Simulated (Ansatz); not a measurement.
Barrier height from H + N2 to the transition structure HN2, without zero-point energy, on the benchmark's geometries as Psi4's copy of the set gives them.
Transition structure (charge 0, multiplicity 2):
```xyz
3

N      0.00000     0.00000     0.00000
N      1.12281     0.00000     0.00000
H      1.78433     1.26845     0.00000
```

Open shells are unrestricted; no spin–orbit coupling.

Frozen-core correlation. CBS(a, b) extrapolates the correlation energy as X⁻³ and adds the Hartree–Fock energy of set b.

The values were computed with Ansatz (Gaussian basis) for Hartree–Fock, density functionals and correlated methods. Each number belongs to the level named beside it.

PBE/def2-TZVPPD gives 0.226 eV for the barrier height.

Predict the shift from PBE, with its sign, for: r2SCAN/def2-TZVPPD, PBE0/def2-TZVPPD, wB97M-V/def2-TZVPPD, B2PLYP/def2-TZVPPD, MP2/CBS(aug-cc-pVTZ, aug-cc-pVQZ), CCSD(T)/CBS(aug-cc-pVTZ, aug-cc-pVQZ).

r2SCAN/def2-TZVPPD -0.023; PBE0/def2-TZVPPD 0.146; wB97M-V/def2-TZVPPD 0.328; B2PLYP/def2-TZVPPD 0.316; MP2/CBS(aug-cc-pVTZ, aug-cc-pVQZ) 0.971; CCSD(T)/CBS(aug-cc-pVTZ, aug-cc-pVQZ) 0.402 eV. 5 of 6 lie above PBE; the widest gap is to MP2/CBS(aug-cc-pVTZ, aug-cc-pVQZ).

Doubts at one or more of the structures used: a spin-contaminated determinant (MP2/CBS(aug-cc-pVTZ, aug-cc-pVQZ), CCSD(T)/CBS(aug-cc-pVTZ, aug-cc-pVQZ)).

The set's own value is 14.69 kcal/mol (Zhao et al., NHTBH38), an estimate for the real system.

Ansatz is a quantum-chemistry and plane-wave program.
